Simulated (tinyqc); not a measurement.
Stretching all distances: RHF, UHF, MP2, CISD and CCSD against full CI in the sto-6g basis, for BH3, spin multiplicity 1. Computed by the program tinyqc with PySCF. All coordinates are multiplied by the scale. c0^2 is the weight of the RHF determinant in the lowest singlet FCI state (UHF is spin-contaminated and may lie near states of higher spin) and n(LUMO) the first natural occupation beyond the occupied space.

Geometry (angstrom):
```
atom        x        y       z
B      0.0000   0.0000  0.0410
H      1.1300   0.0000  0.0000
H     -0.5650   0.9780  0.0000
H     -0.5650  -0.9780  0.0000
```

Full CI energy (hartree) and errors against it (kcal/mol):
```
scale   distance 1-2 (angstrom)      E(FCI)       RHF      UHF      MP2     CISD    CCSD  <S^2> UHF    c0^2  n(LUMO)
1.0000                   1.1307  -26.378396   30.6528  30.6528   9.3499   0.6884  0.1937     0.0000  0.9724   0.0171
1.1600                   1.3117  -26.357620   41.7825  41.7825  13.8934   1.4637  0.3689     0.0000  0.9537   0.0331
1.3200                   1.4926  -26.275073   57.2365  57.2365  20.4976   3.1713  0.8024     0.0000  0.9222   0.0626
1.4900                   1.6848  -26.165893   79.3795  79.3795  30.4748   6.9825  1.9601     0.0000  0.8669   0.1204
1.6500                   1.8657  -26.066819  106.3748  88.8964  43.3589  13.7754  4.5226     1.0591  0.7863   0.2168
1.8100                   2.0466  -25.984853  139.5455  74.0299  60.0370  24.8871  9.6867     1.6570  0.6737   0.3718
```

What does the comparison show, and why?

UHF parts from RHF first at scale 1.65 of those listed, where <S^2> leaves zero. The weight c0^2 goes from 0.97 to 0.67 and n(LUMO) from 0.02 to 0.37: static correlation grows as the bonds break into open-shell fragments. The spread of the error along the curve, which distorts its shape, is CCSD 9.5, CISD 24.2, MP2 50.7, UHF 58.2, RHF 108.9 kcal/mol. The table stops here: at scale 1.98 and beyond, the reference weight falls under 0.45 or RHF, UHF or CCSD hop between solutions, so those rows were left out and the spreads given cover only the rows shown. As computed, partly on other solutions, the errors there reach in size RHF 256, UHF 55, MP2 102, CISD 79, CCSD 47 kcal/mol.
